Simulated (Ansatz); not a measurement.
# C₂H₇PS: a ladder of functionals and wavefunction methods

Aim: compute C₂H₇PS with functionals from several rungs and with coupled cluster. The yardstick is the atomisation energy at the CCSD(T) limit.

Program: Ansatz 0.2.0, Gaussian basis. Level of theory: functionals in def2-TZVPP, the program's frozen cores in correlated methods. These are calculated values, not measurements.

The runs, in order: LDA (SPW92), PBE-D4, revPBE-D4, BLYP-D4, r2SCAN-D4, B97M-V, PBE0-D4, B3LYP-D4, r2SCANh-D4, r2SCAN0-D4, HSE06-D4, BHLYP-D4, CAM-B3LYP-D4, LC-ωPBE, ωB97X-V, ωB97M-V, B2PLYP, PBE-QIDH; CCSD(T)/def2-SVP; CCSD(T)/def2-TZVPP; MP2/def2-QZVPP; extrapolation to the limit; RPA on PBE.

### 1 The relaxed structure

The geometry comes from an earlier relaxation with PBE0-D4 in a triple-zeta def2 set; it is a stationary point, not always the lowest conformer.

SMILES `CCSP`, 11 atoms, charge 0, spin multiplicity 1.

Atoms are counted from 1 here; the program's logs count them from 0.

Bond lengths: C1–C2 1.515 Å, C1–H5 1.092 Å, C1–H6 1.092 Å, C1–H7 1.092 Å, C2–S3 1.822 Å, C2–H8 1.091 Å, C2–H9 1.091 Å, S3–P4 2.104 Å, P4–H10 1.420 Å, P4–H11 1.420 Å. Angles: C2–C1–H5 111.2°, C2–C1–H6 110.0°, C2–C1–H7 111.2°, H5–C1–H6 108.1°, H5–C1–H7 108.0°, H6–C1–H7 108.1°, C1–C2–S3 108.8°, C1–C2–H8 111.0°, C1–C2–H9 111.0°, S3–C2–H8 108.8°, S3–C2–H9 108.8°, H8–C2–H9 108.4°, C2–S3–P4 99.6°, S3–P4–H10 98.5°, S3–P4–H11 98.4°, H10–P4–H11 93.3°.

### 2 LDA

This LDA is Slater exchange with PW92 correlation.

The input, in.yaml:

```yaml
crystal:
  periodic: [false, false, false]
  atoms:
    - {symbol: C, position_ang: [0.747495, 1.674588, 0.382742]}
    - {symbol: C, position_ang: [0.210723, 0.486233, -0.388323]}
    - {symbol: S, position_ang: [-0.330801, -0.787605, 0.797081]}
    - {symbol: P, position_ang: [-0.978883, -2.267568, -0.550103]}
    - {symbol: H, position_ang: [-0.018155, 2.102209, 1.033643]}
    - {symbol: H, position_ang: [1.076996, 2.452317, -0.310082]}
    - {symbol: H, position_ang: [1.599284, 1.390346, 1.004320]}
    - {symbol: H, position_ang: [0.979169, 0.060302, -1.035281]}
    - {symbol: H, position_ang: [-0.639674, 0.774415, -1.008267]}
    - {symbol: H, position_ang: [-2.235988, -2.556237, 0.043214]}
    - {symbol: H, position_ang: [-0.344864, -3.386101, 0.051657]}
basis:
  gaussian: {orbitals: def2-TZVPP}
hamiltonian: {xc: lda}
output: {orbitals: {seedname: orbitals}}
```

Command:

```
$ ansatz run in.yaml --threads 4 --pin off --events-out ev --progress --plain --max-ram 10444MiB
```

The runs that follow: PBE-D4 (GGA); revPBE-D4 (GGA); BLYP-D4 (GGA); r2SCAN-D4 (meta-GGA); B97M-V (meta-GGA); B3LYP-D4 (hybrid); r2SCANh-D4 (hybrid); r2SCAN0-D4 (hybrid); HSE06-D4 (hybrid); BHLYP-D4 (hybrid); CAM-B3LYP-D4 (range-separated); LC-ωPBE (range-separated); ωB97X-V (range-separated); ωB97M-V (range-separated); B2PLYP (double hybrid); PBE-QIDH (double hybrid); CCSD(T) in def2-SVP; CCSD(T) in def2-TZVPP; MP2 in def2-QZVPP; RPA on PBE orbitals.

**Question.** What will the summary of the whole plan be? Wanted: atomisation energy, CCSD(T)/CBS; farthest beyond LDA; mean size of error, GGA; mean size of error, meta-GGA; mean size of error, hybrid; mean size of error, range-separated; mean size of error, double hybrid; gap, smallest and largest; T1 diagnostic.

As calculated:

```
                               quantity                                                              value
        atomisation energy, CCSD(T)/CBS                                                     899.8 kcal/mol
functionals within 4.5 kcal/mol (0.5 %)  revPBE-D4, BLYP-D4, r2SCAN-D4, B3LYP-D4, r2SCANh-D4, CAM-B3LYP-D4
                    farthest beyond LDA                                          BHLYP-D4 (-18.0 kcal/mol)
                mean size of error, GGA                                                       6.2 kcal/mol
           mean size of error, meta-GGA                                                       5.5 kcal/mol
             mean size of error, hybrid                                                       6.5 kcal/mol
    mean size of error, range-separated                                                       6.7 kcal/mol
      mean size of error, double hybrid                                                       8.0 kcal/mol
              gap, smallest and largest                          4.39 eV (LDA (SPW92)), 11.58 eV (LC-ωPBE)
                          T1 diagnostic                                                             0.0112
triples share of the correlation energy                                                              4.2 %
```

What this shows: The LDA atomisation energy is off by 127.0 kcal/mol (14 %): it overbinds. PBE-D4 misses by +16.2 kcal/mol. Double hybrids carry the basis error of their MP2 part in triple zeta, and no dispersion term here, so their miss is partly the set-up's. By mean error the best rung here is meta-GGA (5.5 kcal/mol) and the worst beyond LDA is double hybrid (8.0 kcal/mol). range-separated functionals lie within the reference's doubt of that worst mean (6.7 kcal/mol), so those two tie. The gap between the best rungs is small, so their order is not settled. Misses under about 4.5 kcal/mol are within the doubt on the reference itself, which lacks core-valence correlation, relativity and higher excitations. Hartree-Fock recovers 73 % of the binding; the rest is correlation. CCSD(T) in def2-SVP is off by -57.5 kcal/mol, more than most functionals: a good method in a small basis is no reference. The gap grows from 4.4 to 11.6 eV across the functionals, mostly with the share of exact exchange.
